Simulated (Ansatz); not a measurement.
Basis-set extrapolation for `C1=CC2C3C1C23` (PBE0-D4/def2-TZVP geometry, frozen core, Ansatz 0.2.0). Multiplicity 1, RHF reference.

|  | def2-TZVPP | def2-QZVPP |
| --- | --- | --- |
| HF | -230.653274 | -230.663126 |
| MP2 correlation | -0.962391 | -1.022213 |
| CCSD(T) correlation | -1.038270 | not run |

Energies in hartree. Use E(X) = E(∞) + A·exp(−7.88·√X) for Hartree–Fock and E(X) = E(∞) + B·X^(−2.97) for correlation, with X = 3 and 4, and add CCSD(T) minus MP2 of the smaller set to the MP2 limit.

Problem. What is the CCSD(T) energy at the basis-set limit?

Solution. HF limit: -230.663126 + (-0.009852) × 0.13774 = -230.66448. MP2 limit: -1.022213 + (-0.059822) × 0.74074 = -1.06653. Higher-order term: -1.038270 − (-0.962391) = -0.07588. Total: -231.80689 hartree, 3.14 eV below CCSD(T)/def2-TZVPP.
